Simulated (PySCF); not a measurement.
Gas-phase reaction: 3 Si2H5 + C3H6 (propylene) = 3 Si2H6 + 3 CH, at 1400 K and a standard pressure of 1 bar. Level: r2SCAN/def2-TZVP†.

Computed with PySCF and rigid-rotor harmonic-oscillator thermochemistry at 1 bar. † marks an energy on the PBE0/def2-TZVP geometry and frequencies. Open shells (unrestricted): Si2H5 (multiplicity 2), CH (multiplicity 2, electronic degeneracy 4); the rest are closed-shell singlets. Spin-orbit splitting is ignored; it lowers the true energy and changes the entropy of CH. Si2H5: computed as isolated molecules; such fragments, hydroxides, amides, oligomers or adducts are transient or little studied in the gas. The harmonic model lacks anharmonicity and excited electronic states, which grow with temperature; levels with a mode under 35 cm⁻¹ are left out. Internal rotation in Si2H5, C3H6 (propylene), Si2H6 is treated as a harmonic vibration of one conformer, which makes the entropy rough. Warning, spin contamination: CH (r2SCAN/def2-TZVP†).

| species | E (Ha) | H(1400 K) − E (kJ/mol) | S°(1400 K) (J/mol/K) |
|---|---|---|---|
| Si2H5 | -581.88934 | 249.0 | 462.4 |
| C3H6 (propylene) | -117.86860 | 362.8 | 440.6 |
| Si2H6 | -582.53071 | 290.5 | 464.3 |
| CH | -38.46450 | 59.7 | 229.7 |
E: electronic energy; H − E holds the zero-point and thermal terms. 1 Ha = 2625.5 kJ/mol.

### Question
Work out ΔH°, ΔS°, ΔG° and log10 K from these numbers.

### Answer
1. ΔE = 3×(-582.53071) + 3×(-38.46450) − 3×(-581.88934) − 1×(-117.86860) = 0.55099 Ha = 1446.6 kJ.
2. Δ(H − E) = 3×(290.5) + 3×(59.7) − 3×(249.0) − 1×(362.8) = -59.2 kJ, so ΔH° = 1387.4 kJ.
3. ΔS° = 3×(464.3) + 3×(229.7) − 3×(462.4) − 1×(440.6) = 254.2 J/K; the number of gas molecules changes by +2.
4. ΔG° = ΔH° − TΔS° = 1387.4 − 1400×(254.2)/1000 = 1031.5 kJ.
5. log10 K = −ΔG°/(RT ln 10) = -38.49, with RT ln 10 = 26.80 kJ/mol; at standard pressures the reactants are favoured.
6. A shift of 10 kJ in ΔE would move log10 K by 0.37 here.
For scale, ΔH°(298 K) is 1376 kJ at this level, 1299 kJ at ωB97M-V/def2-TZVP†, and runs from 1293 to 1609 kJ over the 13 levels computed.
